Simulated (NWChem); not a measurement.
## Atomisation of benzene (C$_{6}$H$_{6}$)

```xyz
12

C      0.0000     0.0000     1.3989
C     -1.2114     0.0000     0.6994
C     -1.2114     0.0000    -0.6994
C      0.0000     0.0000    -1.3989
C      1.2114     0.0000    -0.6994
C      1.2114     0.0000     0.6994
H      0.0000     0.0000     2.4921
H     -2.1582     0.0000     1.2461
H     -2.1582     0.0000    -1.2461
H      0.0000     0.0000    -2.4921
H      2.1582     0.0000    -1.2461
H      2.1582     0.0000     1.2461
```
Charge 0, spin multiplicity 1.

Everything below was run with NWChem. Structure: optimised with B3LYP/def2-SVP, held to D2h symmetry and with no frequency check, so it may be a saddle point.

Basis set: def2-SVP. The atomisation energy is electronic alone: no zero-point, thermal, spin-orbit or counterpoise terms. No value is extrapolated to the basis-set limit. Free atoms are single determinants with multiplicities C 3, H 2.

B3LYP has NWChem's definition, with VWN1-RPA local correlation. The stability of the SCF solutions was not checked. Open-shell Hartree-Fock references start from PBE0 orbitals.

### Question
Order these methods by the atomisation energy they give, lowest first: HF, LDA (SVWN5), PBE0, BLYP.

### Answer
HF (1046.6 kcal/mol), BLYP (1370.9 kcal/mol), PBE0 (1403.3 kcal/mol), LDA (SVWN5) (1591.4 kcal/mol)
